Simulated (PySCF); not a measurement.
Formyl chloride, CHClO.
Geometry (PBE0-D3(BJ)/def2-SVP, Å), atoms numbered from 1 in this order:
```xyz
4
CHClO angstrom
O     -0.322   -0.848    0.047
C      0.391    0.090    0.026
Cl     2.153   -0.009    0.010
H      0.075    1.153    0.016
```

Computed with PySCF, PBE0-D3(BJ)/def2-SVP geometry optimisation, gas phase.

Masses are those of the commonest isotopes; rigid-rotor values at the optimised geometry. 

(1) Give the principal moments of inertia and the rotational constants in GHz.

(2) Classify the top.

(3) What does the inertial defect say?

(4) Which lines would a microwave search look for?

(5) Estimate the classical rotational partition function at 25 K and 500 K.

Results:

(1) Ia = 6.38, Ib = 82.37, Ic = 88.75 u·Å²; 505379 MHz·u·Å²/I gives 79163, 6136 and 5694 MHz, that is A = 79.163, B = 6.1358, C = 5.6945 GHz.

(2) A near-prolate asymmetric top: κ = (2 × 6136 − 79163 − 5694)/(79163 − 5694) = -0.99.

(3) Planar: Δ = Ic − Ia − Ib = 0.00 u·Å². For a rigid frame Δ = −2 Σ m c², so it vanishes when all atoms lie in the ab plane; here none is more than 0.01 Å from it.

(4) The dipole components are |μa| = 0.41 D, |μb| = 1.77 D, |μc| = 0.00 D; the mirror of this Cs structure is the ab plane, so μc vanishes by symmetry and there are no c-type lines. Intensities carry the squares of the components, which stand as 0.05 : 1.00 (a : b). Some lines, for components of 0.1 D or more:

```tsv
type	branch	J(Ka,Kc)	MHz	lower level (cm⁻¹)
a	Q	3(1,2) ← 3(1,3)	2648	4.767
a	R	3(1,3) ← 2(1,2)	34828	3.605
a	R	4(0,4) ← 3(0,3)	47301	2.367
a	R	4(3,2) ← 3(3,1)	47325	24.357
a	R	5(4,2) ← 4(4,1)	59156	43.039
a	R	5(2,3) ← 4(2,2)	59187	13.720
b	R	2(1,2) ← 1(0,1)	96247	0.395
b	R	5(1,5) ← 4(0,4)	129106	3.945
b	Q	4(2,2) ← 4(1,3)	217572	6.463
b	Q	3(2,1) ← 3(1,2)	218432	4.855
b	Q	4(2,3) ← 4(1,4)	221955	6.316
b	R	2(2,1) ← 1(1,0)	243185	2.845
b	R	3(2,2) ← 2(1,1)	254574	3.649
b	Q	3(3,0) ← 3(2,1)	366233	12.141
b	Q	3(3,1) ← 3(2,2)	366243	12.141
b	R	5(3,3) ← 4(2,2)	425377	13.720
b	R	5(3,2) ← 4(2,3)	425407	13.719
b	Q	5(4,2) ← 5(3,3)	512732	27.909
b	R	5(5,0) ← 4(4,1)	718387	43.039
```

(5) Point group Cs, symmetry number σ = 1; q = (√π/σ)·√((kT/h)³/(ABC)), k/h = 20836.6 MHz/K: 401 at 25 K, 35800 at 500 K.

Not checked by PBE0-D3(BJ)/def2-SVP frequencies. These are rigid-rotor constants of the computed structure; measured ground-state constants (B0) also hold zero-point vibration. Quadrupole hyperfine structure (35Cl) is left out.

On one thread of an Arm Neoverse V2, shared host, this took 3.4 s and 0.27 GiB of memory at its peak. This is the geometry optimisation.
